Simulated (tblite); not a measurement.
Give a GFN2-xTB geometry of `SC1=[C]C=CO1` [radical]. (Doublet state.)

```xyz
9
C4H3OS angstrom
S      2.528   -0.725   -0.061
C      0.813   -0.448   -0.247
C     -0.256   -1.281   -0.231
C     -1.417   -0.516   -0.434
C     -0.967    0.764   -0.562
O      0.382    0.823   -0.452
H      2.837    0.562   -0.202
H     -2.427   -0.862   -0.478
H     -1.479    1.690   -0.727
```

Any rigid rotation of these coordinates is as good. Atoms count from 1 in this order. The 5-membered ring C2–C3–C4–C5–O6 has internal angles of 104.6° to 111.2° (sum 540°, against 540° for a flat polygon); it is planar, 0.00 Å rms from its mean plane, widest ring torsion 0°. S1 (sulfur bonded to C and H) is bent (angle 93.7°). The C–C distances run from 1.355 Å (C2–C3, aromatic) to 1.405 Å (C3–C4, aromatic), a spread of 0.050 Å. The 6 heavy atoms lie in one plane (0.000 Å rms).

Bonds between heavy atoms (Å): S1–C2 1.747, C2–C3 1.355, C3–C4 1.405, C4–C5 1.362, C5–O6 1.355, C2–O6 1.358.

Computed geometry: GFN2-xTB, gas phase. This method treats the open shell by occupation alone, without spin polarisation.

Point group: Cs (every atom within 0.08 Å of its image). Its GFN2-xTB frequencies are all real (lowest 167 cm⁻¹). Torsions: H–S1–C2–C3 180°.

One conformer stands for the species.
